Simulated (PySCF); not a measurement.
Start geometry of `Nc1ccsc1` from GFN2-xTB (Å):
```
atom  x, y, z in Å
N1    -1.764   -0.489    0.138
C2    -0.471    0.006    0.063
C3     0.668   -0.830   -0.120
C4     1.834   -0.142   -0.077
S5     1.590    1.537    0.189
C6    -0.119    1.313    0.233
H7    -2.487    0.199   -0.008
H8    -1.917   -1.338   -0.384
H9     0.600   -1.892   -0.271
H10    2.831   -0.518   -0.186
H11   -0.759    2.156    0.397
```

Problem. What comes out of this run: LC-wPBE/6-31G* geometry optimisation, gas phase (PySCF 2.14.0)?

Solution. 
```
atom  x, y, z in Å
N1    -1.726   -0.324   -0.608
C2    -0.483   -0.033   -0.042
C3     0.693   -0.795   -0.343
C4     1.778   -0.374    0.353
S5     1.409    0.931    1.390
C6    -0.231    0.938    0.882
H7    -2.406    0.416   -0.511
H8    -1.674   -0.641   -1.566
H9     0.706   -1.624   -1.043
H10    2.782   -0.777    0.312
H11   -0.930    1.652    1.296
```

The energy falls by 0.42 kcal/mol over 9 energy and gradient evaluations, the largest force component goes from 0.0099 to 1.7e-04 Eh/bohr, and the atoms move by 0.038 Å rms after alignment. Among the bonds, C4–S5, C4–H10 and C6–H11 change most and about equally (-0.010 to +0.011 Å). Bonds longer at the end by more than 0.005 Å: 5 of 11; shorter: 2. Among the angles that change most is H7–N1–H8, from 113.0° to 110.8°. Rotational constants go from 7202, 2536, 1879 to 7188, 2533, 1877 MHz. The orientation of the end geometry is arbitrary; only internal coordinates are fixed.

The run used 98 basis functions and 74 SCF cycles in all. On one thread of an AMD EPYC 9R45, no GPU (shared host), this took 39 s and 0.53 GiB of memory at its peak.

Stationary, but not proved a minimum.
